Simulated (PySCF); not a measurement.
# CH3BO (B(CO)H3), step by step

Aim: a structure relaxation (B3LYP-D3(0)/def2-SVP), then vibrational wavenumbers, then the energy (TPSS0/TZP), then the excited states (ADC(2)/jorge-DZP-DKH) of CH3BO (B(CO)H3). 

The calculation is run with PySCF 2.14.0.

## (1) The system as given

The species is CH3BO (6 atoms), meant as a singlet with charge 0. SMILES: `[H]B([H])([H])<-[C-]#[O+]`. All atoms were displaced at random from a relaxed shape. The run starts from this shape.

Bond lengths: B1–C2 1.610 Å, C2–O3 1.039 Å, B1–H4 1.162 Å, B1–H5 1.257 Å, B1–H6 1.211 Å. Angles: B1–C2–O3 165.5°, C2–B1–H4 111.7°, C2–B1–H5 110.4°, C2–B1–H6 100.0°, H4–B1–H5 116.9°, H4–B1–H6 110.7°, H5–B1–H6 105.8°.

## (2) A structure relaxation at B3LYP-D3(0)/def2-SVP (density fitting with cc-pvqz-jkfit) (run 1)

File input.py:

```python
from pyscf import gto, dft
from pyscf.geomopt.geometric_solver import kernel as optimise

mol = gto.Mole()
mol.atom = [
    ('B', (0.050669, 0.058397, -0.512788)),
    ('C', (-0.079688, -0.012275, 1.090013)),
    ('O', (0.079028, 0.040202, 2.115158)),
    ('H', (1.159553, 0.009794, -0.855495)),
    ('H', (-0.643509, 1.002561, -0.967287)),
    ('H', (-0.535304, -0.956805, -0.816758)),
]
mol.charge = 0
mol.verbose = 3
mol.max_memory = 1860
mol.basis = 'def2-svp'
mol.spin = 0
mol.build()

mf = dft.RKS(mol)
mf.xc = 'b3lyp'
mf = mf.density_fit(auxbasis='cc-pvqz-jkfit')
mf.disp = 'd3zero'
converged, mol_eq = optimise(mf, maxsteps=100, convergence_set='GAU_TIGHT')
print('converged:', converged)
print(mol_eq.tostring())

mf.reset(mol_eq)
mol = mol_eq
mf.kernel()
e_final = mf.e_tot
print('Final energy', e_final)
```

The run is started by

```sh
$ OMP_NUM_THREADS=1 python input.py
```

Log:

```text
convergence_set           GAU_TIGHT
maxiter                   100
----------------------------------------------------------
Custom engine selected.
Bonds will be generated from interatomic distances less than 1.20 times sum of covalent radii
18 internal coordinates being used (instead of 18 Cartesians)
Internal coordinate system (atoms numbered from 1):
Distance 1-2
Distance 1-4
Distance 1-5
Distance 1-6
Distance 2-3
Angle 2-1-4
Angle 2-1-5
Angle 2-1-6
Angle 4-1-5
Angle 4-1-6
Angle 5-1-6
LinearAngleX 1-2-3
LinearAngleY 1-2-3
Translation-X 1-6
Translation-Y 1-6
Translation-Z 1-6
Rotation-A 1-6
Rotation-B 1-6
Rotation-C 1-6
> ===== Optimization Info: ====
> Job type: Energy minimization
> Maximum number of optimization cycles: 100
> Initial / maximum trust radius (Angstrom): 0.100 / 0.300
> Convergence Criteria:
> Will converge when all 5 criteria are reached:
>  |Delta-E| < 1.00e-06
>  RMS-Grad  < 1.00e-05
>  Max-Grad  < 1.50e-05
>  RMS-Disp  < 4.00e-05
>  Max-Disp  < 6.00e-05
> === End Optimization Info ===

Geometry optimization cycle 1
[... 9 lines left out ...]
WARN: Mole.unit (angstrom) is changed to Bohr
[... 12 lines left out ...]
Step    0 : Gradient = 1.910e-01/3.357e-01 (rms/max) Energy = -139.8294553776
[... 34 lines left out ...]
converged SCF energy = -139.865893110804
[... 45 lines left out ...]
converged SCF energy = -139.866209241549
[... 45 lines left out ...]
converged SCF energy = -139.866228779553
[... 45 lines left out ...]
converged SCF energy = -139.866231130861
[... 45 lines left out ...]
converged SCF energy = -139.866231214316
[... 46 lines left out ...]
converged SCF energy = -139.866231212941
[... 35 lines left out ...]
Converged! =D
[... 1 line left out ...]
converged: True
B           0.00465801        0.01685548       -0.53240208
C           0.00995100        0.04133938        0.99714870
O           0.01391365        0.05958287        2.13151062
H           1.18415268        0.04401337       -0.84823052
H          -0.61462722        1.01813320       -0.85746945
H          -0.55887637       -1.02646231       -0.82506795
converged SCF energy = -139.866231215489
Final energy -139.86623121548922
```

Wall time 1.7 min (1 thread of AMD EPYC (Zen 3), shared host); peak memory 0.59 GiB.

Step by step:

```csv
step,energy from the first frame kept (eV),largest force (eV/Å)
0,0.0000,17.2601
1,-0.9031,4.5250
2,-0.9915,0.9656
3,-0.9993,0.0499
4,-1.0001,0.1111
5,-1.0005,0.0935
6,-1.0007,0.0245
7,-1.0007,0.0156
8,-1.0007,0.0167
9,-1.0007,0.0066
10,-1.0007,0.0004
11,-1.0007,0.0040
12,-1.0007,0.0032
13,-1.0007,0.0007
```

After the run. Bond lengths: B1–C2 1.530 Å, C2–O3 1.135 Å, B1–H4 1.221 Å, B1–H5 1.221 Å, B1–H6 1.221 Å. Angles: B1–C2–O3 180.0°, C2–B1–H4 104.8°, C2–B1–H5 104.8°, C2–B1–H6 104.8°, H4–B1–H5 113.7°, H4–B1–H6 113.7°, H5–B1–H6 113.7°.

## (3) The harmonic vibrations at B3LYP-D3(0)/def2-SVP (density fitting with cc-pvqz-jkfit) (run 2)

File job.py:

```python
import numpy
from pyscf import gto, dft, symm
from pyscf.hessian import thermo

mol = gto.M(
    atom=[
    ('B', (-0.004976, -0.023007, -1.435085)),
    ('C', (0.000317, 0.001477, 0.094466)),
    ('O', (0.004280, 0.019721, 1.228828)),
    ('H', (1.174458, 0.004155, -1.750936)),
    ('H', (-0.624379, 0.978306, -1.760174)),
    ('H', (-0.568428, -1.066333, -1.727706)),
],
    max_memory=1860,
    verbose=3,
    basis='def2-svp',
)

calc0 = dft.RKS(mol)
calc0.xc = 'b3lyp'
calc0 = calc0.density_fit(auxbasis='cc-pvqz-jkfit')
calc0.disp = 'd3zero'
calc0.kernel()

e_tot = calc0.e_tot
print('Final energy', e_tot)
hess = calc0.Hessian().kernel()
modes = thermo.harmonic_analysis(mol, hess)
print('frequencies (1/cm)', numpy.round(modes['freq_wavenumber'], 1))
symm.geom.TOLERANCE = 1e-3  # for the symmetry number
th = thermo.thermo(calc0, modes['freq_au'], 800, 101325)
thermo.dump_thermo(mol, th)
```

The run is started by

```sh
$ OMP_NUM_THREADS=1 python job.py
```

Log:

```text
converged SCF energy = -139.866231209344
Final energy -139.86623120934408

WARN: DFTD3 does not support analytical Hessian, using finite difference

WARN: Mole.unit (angstrom) is changed to Bohr

frequencies (1/cm) [ 290.4  290.7  758.   803.8  803.9 1071.6 1083.4 1083.6 2237.3 2429.2
 2513.9 2514.5]
temperature 800.0000 [K]
pressure 101325.00 [Pa]
Rotational constants [GHz] 119.81324 8.73237 8.73230
Symmetry number 1
Zero-point energy (ZPE) 0.03618 [Eh]   94984.979 [J/mol]
                           tot       elec      trans        rot        vib
Entropy [J/mol/K]       336.544      0.000    175.831    100.558     60.156
Cv [J/mol/K]             89.075      0.000     12.472     12.472     64.131
Cp [J/mol/K]             97.389      0.000     20.786     12.472     64.131
Internal energy [J/mol]                      9977.352   9977.352 122169.918
Internal energy [Eh]   -139.81210  -139.86623
Enthalpy [J/mol]                            16628.920   9977.352 122169.918
Enthalpy [Eh]          -139.80957
Gibbs free energy [J/mol]                  -124035.648 -70469.040  74045.299
Gibbs free energy [Eh] -139.91211
```

Run time: 63 s. Hardware: 1 thread of AMD EPYC (Zen 3), shared host; peak memory 0.81 GiB.

## (4) The energy at TPSS0/TZP (density fitting with cc-pvtz-jkfit) (run 3)

File geometry.xyz:

```xyz
6
CH3BO
B      0.004658     0.016855    -0.532402
C      0.009951     0.041339     0.997149
O      0.013914     0.059583     2.131511
H      1.184153     0.044013    -0.848231
H     -0.614627     1.018133    -0.857469
H     -0.558876    -1.026462    -0.825068
```

File job.py:

```python
from pyscf import gto, dft

molecule = gto.M(
    atom='geometry.xyz',
    max_memory=1860,
    basis='tzp',
    verbose=4,
)

ks = dft.RKS(molecule, xc='tpss0')
ks = ks.density_fit(auxbasis='cc-pvtz-jkfit')
ks.kernel()

etot = ks.e_tot
print('Final energy', etot)
```

The run is started by

```sh
$ OMP_NUM_THREADS=1 python job.py
```

Log:

```text
PySCF version 2.14.0

[INPUT] num. atoms = 6
[INPUT] num. electrons = 22
[INPUT] charge = 0
[INPUT] spin (= nelec alpha-beta = 2S) = 0
[INPUT] symmetry False subgroup None
[INPUT] Mole.unit = angstrom
[INPUT] Symbol           X                Y                Z      unit          X                Y                Z       unit  Magmom
[INPUT]  1 B      0.004658000000   0.016855000000  -0.532402000000 AA    0.008802344288   0.031851333830  -1.006093968171 Bohr   0.0
[INPUT]  2 C      0.009951000000   0.041339000000   0.997149000000 AA    0.018804664666   0.078119388263   1.884338515384 Bohr   0.0
[INPUT]  3 O      0.013914000000   0.059583000000   2.131511000000 AA    0.026293649297   0.112595551680   4.027972021498 Bohr   0.0
[INPUT]  4 H      1.184153000000   0.044013000000  -0.848231000000 AA    2.237724859582   0.083172515920  -1.602924280366 Bohr   0.0
[INPUT]  5 H     -0.614627000000   1.018133000000  -0.857469000000 AA   -1.161476698763   1.923992528382  -1.620381570305 Bohr   0.0
[INPUT]  6 H     -0.558876000000  -1.026462000000  -0.825068000000 AA   -1.056122577592  -1.939732057273  -1.559152554143 Bohr   0.0

nuclear repulsion = 56.3084658383999
number of shells = 51
number of NR pGTOs = 183
number of NR cGTOs = 135
basis = tzp
ecp = {}

******** <class 'pyscf.df.df_jk.DFRKS'> ********
method = DFRKS
initial guess = minao
damping factor = 0
level_shift factor = 0
DIIS = <class 'pyscf.scf.diis.CDIIS'>
diis_start_cycle = 1
diis_space = 8
diis_damp = 0
SCF conv_tol = 1e-09
SCF conv_tol_grad = None
SCF max_cycles = 50
direct_scf = False
XC library pyscf.dft.libxc version 7.0.0
    S. Lehtola, C. Steigemann, M. J.T. Oliveira, and M. A.L. Marques.,  SoftwareX 7, 1–5 (2018)
XC functionals = tpss0
    J. Tao, J. P. Perdew, V. N. Staroverov, and G. E. Scuseria.,  Phys. Rev. Lett. 91, 146401 (2003)
    J. Tao, J. P. Perdew, V. N. Staroverov, and G. E. Scuseria.,  Phys. Rev. Lett. 91, 146401 (2003)
radial grids:
    Treutler-Ahlrichs [JCP 102, 346 (1995); DOI:10.1063/1.469408] (M4) radial grids

becke partition: Becke, JCP 88, 2547 (1988); DOI:10.1063/1.454033
pruning grids: <function nwchem_prune>
grids dens level: 3
symmetrized grids: False
atomic radii adjust function: <function treutler_atomic_radii_adjust>
small_rho_cutoff = 0
Set gradient conv threshold to 3.16228e-05
Initial guess from minao.
tot grids = 71672
******** <class 'pyscf.df.df.DF'> ********
auxbasis = cc-pvtz-jkfit
init E= -140.188131438435
  HOMO = -0.392546568188571  LUMO = -0.0776941081969159  gap/eV = 8.56757
cycle= 1 E= -139.924736566354  delta_E= 0.263  |g|= 0.61  |ddm|= 1.89
  HOMO = -0.325749210225537  LUMO = -0.069032362927288  gap/eV = 6.98562
cycle= 2 E= -139.746695389686  delta_E= 0.178  |g|= 1.19  |ddm|= 0.777
  HOMO = -0.333181679340285  LUMO = -0.0549617565196506  gap/eV = 7.57075
cycle= 3 E= -139.996871922299  delta_E= -0.25  |g|= 0.149  |ddm|= 0.497
  HOMO = -0.357353582258957  LUMO = -0.0466811205749817  gap/eV = 8.45383
cycle= 4 E= -140.002907472273  delta_E= -0.00604  |g|= 0.0378  |ddm|= 0.114
  HOMO = -0.356968274786116  LUMO = -0.052909739095002  gap/eV = 8.27385
cycle= 5 E= -140.0032405269  delta_E= -0.000333  |g|= 0.00843  |ddm|= 0.0249
  HOMO = -0.355599326094906  LUMO = -0.0506270231620804  gap/eV = 8.29872
cycle= 6 E= -140.00326023451  delta_E= -1.97e-05  |g|= 0.00139  |ddm|= 0.00723
  HOMO = -0.35552637440372  LUMO = -0.0508420441606113  gap/eV = 8.29088
cycle= 7 E= -140.003260818993  delta_E= -5.84e-07  |g|= 0.000144  |ddm|= 0.00114
  HOMO = -0.355538074835362  LUMO = -0.05084655122965  gap/eV = 8.29108
cycle= 8 E= -140.003260823841  delta_E= -4.85e-09  |g|= 2.38e-05  |ddm|= 0.000102
  HOMO = -0.355536455300547  LUMO = -0.0508496769404512  gap/eV = 8.29095
cycle= 9 E= -140.003260824034  delta_E= -1.93e-10  |g|= 3.1e-06  |ddm|= 2.4e-05
  HOMO = -0.35553666026732  LUMO = -0.0508497744480826  gap/eV = 8.29095
Extra cycle  E= -140.003260824037  delta_E= -2.98e-12  |g|= 1.3e-06  |ddm|= 3.33e-06
converged SCF energy = -140.003260824037
Final energy -140.0032608240372
```

Run time: 28 s. Hardware: 1 thread of AMD EPYC (Zen 3), shared host; peak memory 0.56 GiB.

## (5) The vertical excitations at ADC(2)/jorge-DZP-DKH (sfX2C, root kind ee) (run 4)

geometry.xyz is that of step 4.

File calc.py:

```python
from pyscf import gto, scf, adc

system = gto.M(
    atom='geometry.xyz',
    verbose=4,
    basis='jorge-dzp-dkh',
    charge=0,
    max_memory=1860,
)

hf = scf.RHF(system)
hf = hf.x2c()
hf.kernel()

myadc = adc.ADC(hf, frozen=3)
myadc.method = 'adc(2)'

myadc.method_type = 'ee'
e, vec, osc, x = myadc.kernel(nroots=3)

roots = e * 27.211386
print('root  energy (eV)  strength')
for i, (w, f) in enumerate(zip(roots, osc), 1):
    print('%3d %10.4f %10.5f' % (i, w, f))
```

The run is started by

```sh
$ OMP_NUM_THREADS=1 python calc.py
```

Log:

```text
PySCF version 2.14.0

[... 62 lines left out ...]
converged SCF energy = -139.235424696619
[... 1 line left out ...]
******** <class 'pyscf.adc.radc.RADC'> ********
******** ADC Orbital Information ********
Number of Frozen Occupied Orbitals: 3
Number of Frozen Virtual Orbitals: 0
Number of Active Occupied Orbitals: 8
Number of Active Virtual Orbitals: 49
*****************************************
Reference correlation energy (doubles): -0.40536673
MP2 correlation energy of reference state (a.u.) = -0.40536673

******** <class 'pyscf.adc.radc_ee.RADCEE'> ********
max_space = 12
max_cycle = 50
conv_tol = 1e-08

*************************************************************
        ADC calculation summary (singlet states only)
*************************************************************
adc(2) root 0  |  Energy (Eh) =   0.2732673927  |  Energy (eV) =   7.43598451  |  Osc. strength = 0.00000010  |  conv = True
adc(2) root 1  |  Energy (Eh) =   0.2757235536  |  Energy (eV) =   7.50282005  |  Osc. strength = 0.02668705  |  conv = True
adc(2) root 2  |  Energy (Eh) =   0.2757246359  |  Energy (eV) =   7.50284950  |  Osc. strength = 0.02669889  |  conv = True
root  energy (eV)  strength
  1     7.4360    0.00000
  2     7.5028    0.02669
  3     7.5028    0.02670
```

It took 16 s on 1 thread of AMD EPYC (Zen 3), shared host; peak memory 0.28 GiB.

The roots found:

```csv
excited state,energy (eV),strength
1,7.436,0.0000
2,7.503,0.0267
3,7.503,0.0267
```

## (6) What came out

| quantity | value |
| --- | --- |
| run 1, B3LYP-D3(0)/def2-SVP: total energy at the end | -139.86623 Eh |
| run 1, B3LYP-D3(0)/def2-SVP: dipole moment | 1.54 D |
| run 1, B3LYP-D3(0)/def2-SVP: HOMO energy | -9.21 eV |
| run 1, B3LYP-D3(0)/def2-SVP: LUMO energy | -1.68 eV |
| run 1, B3LYP-D3(0)/def2-SVP: HOMO–LUMO gap | 7.53 eV |
| run 1, B3LYP-D3(0)/def2-SVP: dispersion energy | -3.56 kJ/mol |
| run 2, B3LYP-D3(0)/def2-SVP: lowest harmonic wavenumber | 290 cm⁻¹ |
| run 2, B3LYP-D3(0)/def2-SVP: highest harmonic wavenumber | 2515 cm⁻¹ |
| run 2, B3LYP-D3(0)/def2-SVP: zero-point energy | 95.0 kJ/mol |
| run 3, TPSS0/TZP: total energy | -140.00326 Eh |
| run 3, TPSS0/TZP: dipole moment | 1.45 D |
| run 3, TPSS0/TZP: HOMO energy | -9.67 eV |
| run 3, TPSS0/TZP: LUMO energy | -1.38 eV |
| run 3, TPSS0/TZP: HOMO–LUMO gap | 8.29 eV |
| run 4, ADC(2)/jorge-DZP-DKH: dipole moment (Hartree–Fock density) | 1.76 D |
| run 4, ADC(2)/jorge-DZP-DKH: HOMO energy (Hartree–Fock orbitals) | -12.71 eV |
| run 4, ADC(2)/jorge-DZP-DKH: LUMO energy (Hartree–Fock orbitals) | 2.67 eV |
| run 4, ADC(2)/jorge-DZP-DKH: HOMO–LUMO gap (Hartree–Fock orbitals) | 15.38 eV |
| run 4, ADC(2)/jorge-DZP-DKH: correlation energy (3 core orbitals frozen) | -405.4 mEh |
| run 4, ADC(2)/jorge-DZP-DKH: lowest excitation energy | 7.44 eV |

The program (run 2, B3LYP-D3(0)/def2-SVP) took a symmetry number of 1 where this shape has 3, so the entropy in its output is too high by R ln(3/1) = 2.18 cal/(mol K). The optimisation (run 1, B3LYP-D3(0)/def2-SVP) took 13 steps and changed the energy by -1.001 eV. Mulliken charges (run 1, B3LYP-D3(0)/def2-SVP) run from -0.32 on B1 to +0.32 on C2; they depend strongly on the basis. All 12 modes (run 2, B3LYP-D3(0)/def2-SVP) are real, so the shape is a minimum at this level. The brightest of the 3 transitions from the ground state lies at 7.50 eV (165 nm, f = 0.053, degenerate roots summed); the lowest, at 7.44 eV, has f = 0.000. The basis has no diffuse functions, so Rydberg states are missing or pushed up, and the true lowest state may lie lower.
